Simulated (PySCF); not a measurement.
Molecule: ozone (SMILES O=[O+][O-]).

Mapped SMILES: `[O:1]=[O+:2][O-:3]`.

Geometry PBE0-D3(BJ)/def2-SVP throughout; GIAO in PySCF 2.14.0 with density-fitted response routines, gas phase, one conformer, non-relativistic; equivalent atoms averaged; functional PBE0.

**Question.** How do the absolute shieldings σ depend on the basis set? (ppm; last column core-seconds on shared hosts with different chips, so compare them loosely)

**Answer.** 
```csv
basis set,functions,O1/O3,O2,core-s
STO-3G,15,-1413.9,-617.6,0.8
6-31G,27,-1652.2,-1179.4,1.3
pcSseg-0,27,-1934.0,-1375.6,0.8
6-31G*,42,-1341.4,-963.3,1.6
def2-SVP,42,-1407.4,-1007.0,2.1
cc-pVDZ,42,-1406.6,-1008.5,1.1
pcSseg-1,51,-1504.7,-1090.9,1.7
aug-cc-pVDZ,69,-1306.3,-946.8,1.6
"6-311+G(2d,p)",81,-1404.4,-1018.6,3.6
cc-pVTZ,90,-1406.0,-1030.1,2.1
def2-TZVP,93,-1415.1,-1039.2,4.5
IGLO-III,105,-1454.7,-1056.8,2.3
pcSseg-2,108,-1448.3,-1063.3,1.9
pcSseg-3,216,-1440.3,-1061.9,7.7
```

**Question.** Which nucleus moves most, in ppm?

**Answer.** O2 (oxygen bonded to 2 O): from -1375.6 ppm with pcSseg-0 to -617.6 ppm with STO-3G. The smallest spread is 627.7 ppm, at O1/O3.

**Question.** Taking the largest basis, pcSseg-3 (216 functions), as the yardstick, rank the others by their worst heavy-atom deviation.

**Answer.** pcSseg-2 8.0 ppm (108 functions), IGLO-III 14.4 ppm (105 functions), def2-TZVP 25.2 ppm (93 functions), cc-pVTZ 34.3 ppm (90 functions), 6-311+G(2d,p) 43.2 ppm (81 functions), cc-pVDZ 53.4 ppm (42 functions), def2-SVP 54.9 ppm (42 functions), pcSseg-1 64.4 ppm (51 functions), 6-31G* 98.9 ppm (42 functions), aug-cc-pVDZ 134.0 ppm (69 functions), 6-31G 211.9 ppm (27 functions), STO-3G 444.2 ppm (15 functions), pcSseg-0 493.7 ppm (27 functions).

A small basis that lands close on one nucleus may do so by chance; judge by the trend and by all nuclei.
